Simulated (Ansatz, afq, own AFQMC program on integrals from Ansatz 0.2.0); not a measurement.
AFQMC on a folder of integrals that Ansatz 0.2.0 wrote.

```yaml
crystal:
  periodic: [false, false, false]
  atoms:
    - {symbol: N, position_ang: [-0.108797, 0.000000, 0.803903]}
    - {symbol: C, position_ang: [0.107751, 0.000000, -0.912491]}
    - {symbol: H, position_ang: [0.201241, -0.832606, 1.279923]}
    - {symbol: H, position_ang: [0.201240, 0.832606, 1.279923]}
    - {symbol: H, position_ang: [-0.087278, -0.930197, -1.428923]}
    - {symbol: H, position_ang: [-0.087279, 0.930197, -1.428923]}
basis:
  gaussian: {orbitals: 6-31G}
magnetization: {spin_polarized: true, initial_magnetization: 1}
correlation: {method: ccsd_t, electrons: outside_noble_gas, hamiltonian_folder: ham}
```

```sh
$ ansatz run in.yaml --threads 1 --pin off --events-out ev --progress --plain --max-ram 1382MiB
```

afq runs on the folder ham with

```
--method phaseless --trial hf --walkers 140 --populations 1 --least-time 40 --time-step 0.005 --steps-per-block 20 --equilibration-blocks 112 --max-blocks 600 --target-error 0.00129 --factor-cut 1e-05 --start spin_pure --seed 5112 --taylor-order 6
```

Times are imaginary, in 1/Eh. The walk had a cap of 512 s.

Output of the walk:

```
orbitals 24  electrons 7 6  factors 167 of 387
reference energy -94.50351916 Eh
CCSD correlation -0.21627486 Eh in 13 cycles, weight of the determinant in the CISD state 0.8944
energy of the start -94.504223 Eh
 block  time / (1/Eh)  mean weight  energy / Eh
     1     0.100  1.0012  -94.547569
     2     0.200  1.0019  -94.591794
     3     0.300  1.0014  -94.620583
     4     0.400  1.0014  -94.624876
     5     0.500  1.0005  -94.649074
     7     0.700  1.0008  -94.666472
     9     0.900  1.0007  -94.681060
    18     1.800  0.9993  -94.713171
    52     5.200  1.0008  -94.761504
    86     8.600  1.0018  -94.723278
   120    12.000  0.9979  -94.740793
   154    15.400  1.0006  -94.726099
   188    18.800  0.9999  -94.744860
   222    22.200  1.0000  -94.720943
   256    25.600  1.0001  -94.735729
   290    29.000  1.0004  -94.738199
   307    30.700  1.0000  -94.678625
   324    32.400  0.9988  -94.718026
   358    35.800  1.0001  -94.750429
   392    39.200  0.9984  -94.711702
   426    42.600  1.0015  -94.727874
   460    46.000  0.9980  -94.710736
   494    49.400  0.9993  -94.760164
   528    52.800  1.0010  -94.834260
   562    56.200  0.9978  -94.746282
   596    59.600  1.0007  -94.725540
   630    63.000  1.0003  -94.718292
   664    66.400  1.0000  -94.696024
   698    69.800  0.9994  -94.752251
blocks merged  error / Eh  count
     1  0.001121  600
     2  0.001507  300
     4  0.001992  150
     8  0.002510  75
    16  0.003049  37
    32  0.003936  18
    64  0.003995  9
energy -94.731009 +/- 0.003936 Eh
(rows thinned)
```

The run failed at least one of its tests; the cautions name the faults. The second half of the sampling lies below the first by 2.5 errors of their difference, so the energy may still be moving and its error bar be too small.

Against this walk (error 107.1 meV) on the same determinant: CCSD(T) 177.6 meV higher (within the noise), CCSDT(Q) 143.5 meV higher (within the noise). The error is statistical and leaves out the bias of the constraint.

Cautions: constraint bias not in the error; error not settled; error above the target (107.1 against 35.1 meV).

The walk took 5.3 min on 1 thread of Arm Neoverse N1, on a shared host. The log's last line is the phaseless energy.

CCSDT and higher add their correlation energy to the determinant of the CCSD(T) run, since their own runs factorise the integrals more tightly (a shift of under 2 meV). A walk keeps the symmetry of its determinant, which the program's search chose and which needn't be the lowest solution, so a lower state of the same spin and another symmetry isn't excluded.
